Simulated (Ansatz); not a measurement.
# Silver, fcc under PBEsol: structure, energy and stiffness

Aim: take silver in the fcc structure, relax it, solve it on a dense k-mesh, switch on spin-orbit coupling, then scale the cell to 7 volumes from 88 to 112 % of the relaxed one and try a fit of the equation of state. The k-meshes are 13×13×13 for the relaxation; 22×22×22 for the dense run; 13×13×13 for spin-orbit coupling; 22×22×22 for the volumes. The starting cell is the deposited one, from the Crystallography Open Database.

Computed with Ansatz 0.2.0 (DFT PBEsol, plane waves (420 eV) with PAW, scalar-relativistic; the PAW data stem from PBE, with regenerated cores, unless a step says otherwise).

## 1. The system as given

Symmetry: Fm-3m, No. 225, cubic system. The conventional cell has a = 4.086 Å, b = 4.086 Å, c = 4.086 Å, α = 90.00°, β = 90.00°, γ = 90.00°. Around Ag (site symmetry m-3m) lie 12 Ag at 2.89 Å.

As a file:

```cif
data_structure
_symmetry_space_group_name_H-M 'P 1'
_symmetry_Int_Tables_number 1
_cell_length_a 2.8894
_cell_length_b 2.8894
_cell_length_c 2.8894
_cell_angle_alpha 60.000
_cell_angle_beta 60.000
_cell_angle_gamma 60.000
_cell_volume 17.06
loop_
_atom_site_label
_atom_site_type_symbol
_atom_site_fract_x
_atom_site_fract_y
_atom_site_fract_z
_atom_site_occupancy
Ag1 Ag 0.00000 0.00000 0.00000 1
```

## 2. Geometry optimisation

input.yaml

```yaml
crystal:
  lattice:
    - [0.0, 2.0431, 2.0431]
    - [2.0431, 0.0, 2.0431]
    - [2.0431, 2.0431, 0.0]
  atoms:
    - { symbol: Ag, position: [0.0, 0.0, 0.0] }
hamiltonian:
  xc: pbesol
  pseudopotentials:
    kind: paw
    azcp:
      Ag: "pseudopotentials/Ag.paw.azcp"
basis:
  ecutwfc: 420
  fft_grid_basis: typed
kpoints:
  mp_grid: { grid: [13, 13, 13], shift: [0, 0, 0] }
magnetization:
  spin_polarized: false
scf:
  occupations: { method: fermi_dirac, width: 0.1 }
relax:
  max_steps: 60
  f_tol: 0.01
  cell: {}
```

The runs that follow: Dense single point; Spin-orbit coupling switched on; Equation of state: 88 %; Equation of state: 92 %; Equation of state: 96 %; Equation of state: 100 %; Equation of state: 104 %; Equation of state: 108 %; Equation of state: 112 %.

**Question.** What will these runs give? Wanted: space group; conventional cell; volume; shortest distance; gap on the mesh; V₀, B₀, B₀′.

**Answer**, as computed:

| quantity | value |
| --- | --- |
| space group (spins left aside) | Fm-3m (No. 225) |
| conventional cell | a = 4.052 Å |
| volume | 16.636 Å³/atom |
| shortest distance | 2.865 Å |
| against the deposited volume | -2.5 % (17.057 Å³/atom) |
| gap on the mesh | none (levels filled in part) |
| V₀, B₀, B₀′ | 16.655 Å³/atom, 119 GPa, 5.7 |

What this shows: The relaxed volume lies 2.5 % below the deposited cell. Part of the miss is zero-point motion and any thermal expansion in the deposited cell. No gap shows: it is a metal or semimetal at this level. Totals with and without spin-orbit coupling (-2.3 eV/atom apart) can't be read as binding, since the two-component data shift the zero of energy. The fitted modulus is 119 GPa.
